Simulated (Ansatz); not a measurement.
**Scan of BCl⁺, doublet**

Starting geometry (PBE0/def2-TZVP stationary point for this spin):

| atom | x (Å) | y (Å) | z (Å) |
| --- | --- | --- | --- |
| B | 0.0000 | 0.0000 | 0.0000 |
| Cl | 0.0000 | 0.0000 | 1.5964 |

From there Cl2 moves along the line of the two atoms named below, all else staying in place; atoms are numbered as listed. Energies are in kcal/mol, counted from the starting geometry at the same level.

Basis 6-31G; Ansatz 0.2.0. Only valence electrons are correlated (noble-gas cores frozen). Prefix R: restricted or restricted open-shell reference. Active spaces: valence = (9e, 8o) chosen from the atoms' valence shells.

Coupled cluster chose its determinant by trial CCSD, here up to 0.05 eV above the lowest Hartree–Fock solution of its kind, and MP2 stands on that determinant too. For open shells CISD is restricted-active-space CI with the open shells as a complete middle space. Runs in a small pair space aren't shown, since their orbitals change along the scan. A value is left out where its run failed or describes another state than the reference as far as symmetry and spin tell, or, spin-broken singlets apart, can't be checked. The reference follows the lowest state, whose symmetry changes from Σ⁺ or Δ to Π between 2.172 and 2.501.

Full CI is exact within this basis and frozen core; it isn't the basis-set limit.

```tsv
distance B1-Cl2 (Å)	full CI	curve A	curve B	curve C	curve D
1.283	114.8	114.7	114.6	113.5	112.5
1.457	22.7	22.7	22.6	22.1	21.5
1.596	0.0	0.0	0.0	0.0	0.0
1.752	-0.6	-0.6	-0.4	0.0	1.3
1.921	10.5	10.5	10.9	11.7	15.2
2.172	28.6	28.6	29.5	–	38.4
2.501	31.1	31.0	32.5	29.8	41.6
2.950	30.5	30.4	32.9	28.7	41.0
3.574	33.5	33.4	35.6	31.4	43.9
4.204	35.4	35.3	37.3	33.2	45.8
5.492	36.6	36.5	38.4	34.4	46.9
```

(1) The curves come from CISD, NEVPT2 (valence space), RCCSDT(Q), RMP2. Compare each with full CI and say which is which.

## Answers

(1) A: RCCSDT(Q), B: NEVPT2 (valence space), C: CISD, D: RMP2. Spread of the error against full CI, over the points where both stand: A 0.1, B 2.6, C 3.4, D 12.9 kcal/mol.
